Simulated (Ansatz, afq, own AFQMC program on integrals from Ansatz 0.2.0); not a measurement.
N₂H, quartet: AFQMC among the cluster methods

```xyz
3

N     0.0000    0.3330    0.6260
N     0.0000   -0.2832   -0.6790
H     0.0000   -0.6921    0.7352
```

Connectivity, by distances: NH–N.

Basis cc-pVDZ. Only valence electrons are correlated. Integrals, coupled cluster, full CI and functionals: Ansatz 0.2.0; the random walks run on the same integrals in our own AFQMC program. The CISD trial takes its coefficients from CCSD amplitudes. Released means that phaseless walkers are propagated on without the constraint, phases kept. Uncertainties: one standard error, sampling alone.

Determinant: UHF, the one that the program's search chose, which needn't be the lowest solution. The geometry is a point of a scan.

No full CI on the walks' own integrals is used here; CCSDT(Q) serves as the reference and is uncertain by about the last step of the cluster series.

Cautions: lower spins were not checked.

The T1 diagnostic is 0.0180 and the weight of the determinant in the CISD state is 0.903. The ⟨S²⟩ of the determinant is 3.782. The size of the correlated space is 11 electrons in 31 orbitals.

Reference: CCSDT(Q), correlation energy -7.472 eV. The released energy is read at 1.62 1/Eh, later times being too noisy (meV from the phaseless value at times in 1/Eh: -4 ± 12 at 0.24, -1 ± 12 at 0.51, -2 ± 12 at 0.99, -12 ± 15 at 1.62, -16 ± 21 at 2.40).

```csv
level,E − E(reference) (kJ/mol),share of correlation (%)
HF,720.9,0.00
MP2,105.0,85.44
CCSD,21.9,96.97
CCSD(T),4.0,99.45
CCSDT,1.6,99.78
ph-AFQMC/HF,1.3 ± 6.0,99.82
ph-AFQMC/CISD,1.5 ± 0.9,99.80
released AFQMC,0.3 ± 1.4,99.96
```

A walk keeps the symmetry of its determinant, which the program's search chose and which needn't be the lowest solution, so a lower state of the same spin and another symmetry isn't excluded. Released energies are given only where the last usable release times agree within the noise; a slower fall can still hide under it.
